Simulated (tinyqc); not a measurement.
Hueckel theory of the pi electrons, for the molecule [CH2]C=N (SMILES; centres numbered as the heavy atoms are written), step by step. Computed by tinyqc, a small Python program that keeps every step. Settings: charge = 0. Command: `OMP_NUM_THREADS=1 python tinyqc.py 21423 21424 out.jsonl` (the two numbers bound the seeds that draw the settings). One thread of a shared host (Intel(R) Xeon(R) Processor @ 2.60GHz), about 0.01 s of CPU time with the checks.

## The Hueckel matrix

Centres:
```
centre  z_r, pi electrons of the neutral centre         h
1C                                            1  0.000000
2C                                            1  0.000000
3N                                            1  0.540000
```

Bonds:
```
i  j         k
1  2         1
2  3  0.970000
```

H_rr = alpha + h_r beta, H_rs = k_rs beta for bonded centres.

Hueckel matrix in units of beta (H = alpha + beta A), order 1C, 2C, 3N:
$$\begin{pmatrix}
0.000000 & 1.000000 & 0.000000 \\
1.000000 & 0.000000 & 0.970000 \\
0.000000 & 0.970000 & 0.540000
\end{pmatrix}$$

## Orbitals

pi electrons, sum of z_r less the charge = 3

Diagonalise; E = alpha + x beta with beta < 0, so the largest x are filled first; degenerate levels share their electrons. P = sum n_i c_ri c_si; each orbital has its largest coefficient positive (the first on a tie).

x values: [1.561503, 0.268150, -1.289653]

occupations: [2.000000, 1.000000, 0.000000]

coefficients, order 1C, 2C, 3N:
$$\begin{pmatrix}
0.421191 & 0.709350 & -0.565173 \\
0.657691 & 0.190212 & 0.728877 \\
0.624532 & -0.678706 & -0.386418
\end{pmatrix}$$

charge and bond-order matrix P, order 1C, 2C, 3N:
$$\begin{pmatrix}
0.857982 & 0.688955 & 0.044655 \\
0.688955 & 0.901297 & 0.692400 \\
0.044655 & 0.692400 & 1.240721
\end{pmatrix}$$

## Energy, charges, bond orders

E = sum n x; q_r = z_r - P_rr; bond order p = P_rs; free valence = sqrt(3) - sum of p over the bonds of the atom.

pi energy = 3 alpha + this times beta = 3.391156

pi charges: 1C 0.142018, 2C 0.098703, 3N -0.240721

Bond orders and lengths from R = 1.517 - 0.180 p (angstrom, C-C alone):
```
bond         p         R
1-2   0.688955  1.392988
2-3   0.692400         -
```

free valence of the carbons: 1C 1.043096, 2C 0.350696

gap between the highest filled and the next level = 1.557803 |beta|
